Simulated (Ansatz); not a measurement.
hcp Zr, treated with r²SCAN-D4 in Ansatz (plane waves, PAW).

Run with plane-wave cutoff 560 eV, 18×18×12 k mesh (along the axes of the cell as run), Fermi–Dirac smearing 0.05 eV, scalar-relativistic PAW data made under PBE.

Equation-of-state points:

```tsv
V (Å³/atom)	E − E_lowest (meV/atom)	P (GPa)
22.464	11.84	4.17
22.932	2.88	2.00
23.400	0.00	0.00
23.868	2.72	-1.84
24.336	10.59	-3.53
```

### Question
Estimate the bulk modulus and its pressure derivative from these points.

### Answer
V0 = 23.400 Å³/atom, B0 = 95.8 GPa, B′ = 3.1 (fit to the energies at full precision).

Shape and atoms are relaxed at each volume.

Measured, for comparison: bulk modulus 95.9 GPa (zero-point energy and finite temperature contributions removed, our sources range from 84.3 to 95.9; as tabulated in doi:10.1021/acs.jctc.3c00612). Computed (rounded) less measured: bulk modulus not scored (sources differ).

Note: the bulk modulus comes from volumes at which shape and atoms were relaxed.

Static lattice: no zero-point or thermal effects.

Ansatz is a program for electronic structure.
